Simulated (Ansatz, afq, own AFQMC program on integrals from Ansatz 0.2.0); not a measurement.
BSiH₄, doublet in 6-31G along one coordinate

```xyz
6

Si    0.0000    0.0000    0.5624
B     0.0000    0.0000   -1.3599
H     0.0000    1.2187    1.4093
H     0.0000   -1.2187    1.4093
H     0.0000    1.0370   -1.9521
H     0.0000   -1.0370   -1.9521
```

The Si1–B2 distance is changed with both sides rigid. Energies in kJ/mol count from this geometry (1.922 Å) at the same level; the start stands on UHF, each point on the determinant named.

Basis 6-31G. Noble-gas cores (and the filled d shells of Ga–Kr and In–Xe) are frozen. Integrals, coupled cluster, full CI and functionals: Ansatz 0.2.0; the random walks run on the same integrals in our own AFQMC program. ph-AFQMC/CISD is guided by a CISD state made of CCSD amplitudes; releasing the constraint for a short imaginary time cuts its bias at the price of noise, slowly where states lie close. Uncertainties: one standard error, sampling alone.

Cautions, each for one point or more: higher spins were not checked; raised T1 diagnostic; strong correlation; unrestricted determinant spin contaminated; walk and cluster series may follow different spin states.

```
r(Si1–B2) / Å  det.     T1  weight  ⟨S²⟩  CCSD(T)  ph-AFQMC/CISD  released AFQMC  CCSDT(Q)   CCSD  r2SCAN
        1.700   UHF  0.012    0.92  0.76     83.9     83.5 ± 0.8               –      84.2   83.6    72.0
        2.106   UHF  0.020    0.91  0.76      7.0      6.2 ± 0.8               –       6.7    7.4    14.5
        2.695   UHF  0.044    0.85  0.92    153.8    152.2 ± 1.2    153.5 ± 1.4*     151.6  155.7   179.6
        3.510  UHF¶  0.041    0.83  1.61    312.8    308.5 ± 1.0    307.9 ± 1.5*     306.1  313.4  350.7§
        5.283  UHF¶  0.090    0.75  1.29    335.6    336.0 ± 1.0    336.1 ± 1.1*     335.8  332.3  383.0§
```

Weight is that of the determinant in the CISD state; at the start T1 is 0.017 and the weight 0.91, and ⟨S²⟩ is 0.76. ¶ marks points with a poor determinant and no full CI, where no value is sure; they don't count among the departures. An asterisk marks released energies that aren't shown to be converged. Symmetry can't show for every point that it stays on the start's state. A dash marks a missing value, a released energy that hasn't settled or a functional that sits on another state. § marks a functional whose ⟨S²⟩ is too high by over 0.1. Largest departures from phaseless AFQMC with a CISD trial: CCSD(T) 1.6 kJ/mol at 2.695 (on UHF) (within the noise), CCSDT(Q) 0.7 kJ/mol at 1.700 (on UHF) (within the noise), CCSD 3.5 kJ/mol at 2.695 (on UHF), r2SCAN 27.5 kJ/mol at 2.695. The walk's constraint bias lies outside its error bars, so these are departures and not errors. Functionals count only at points shown to share the start's state and spin. In this small basis the wave-function levels are far from their limit, so their gap to the functionals isn't the functionals' error.

Some points may be missing: those where a free walk finds a much lower state, and past Zn most of those on another determinant than at the start.

CCSDT and higher add their correlation energy to the determinant of the CCSD(T) run, since their own runs factorise the integrals more tightly (a shift of under 2 meV). A walk keeps the symmetry of its determinant, which the program's search chose and which needn't be the lowest solution, so a lower state of the same spin and another symmetry isn't excluded.
